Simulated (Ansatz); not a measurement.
The cluster P₃⁺. The state is a singlet with charge 1. Geometry PBE0-D4/def2-TZVP; atoms count from 1.

```xyz
3

P    -0.8418    0.8529   -0.1482
P    -0.1569   -1.0940   -0.4863
P     0.9986    0.2411    0.6344
```

The structure comes from a short search, and lower isomers may exist.

(1) Estimate the Mulliken populations from the PBE0/def2-TZVP orbitals of Ansatz.

(2) And the Mayer bond orders between heavy atoms (over 0.3)?

Results:

(1) 
```tsv
atom	charge (e)
P1	0.33
P2	0.33
P3	0.33
```
Mulliken values depend strongly on the basis.

(2) P1–P2 1.46 (2.09 Å); P1–P3 1.46 (2.09 Å); P2–P3 1.46 (2.09 Å).
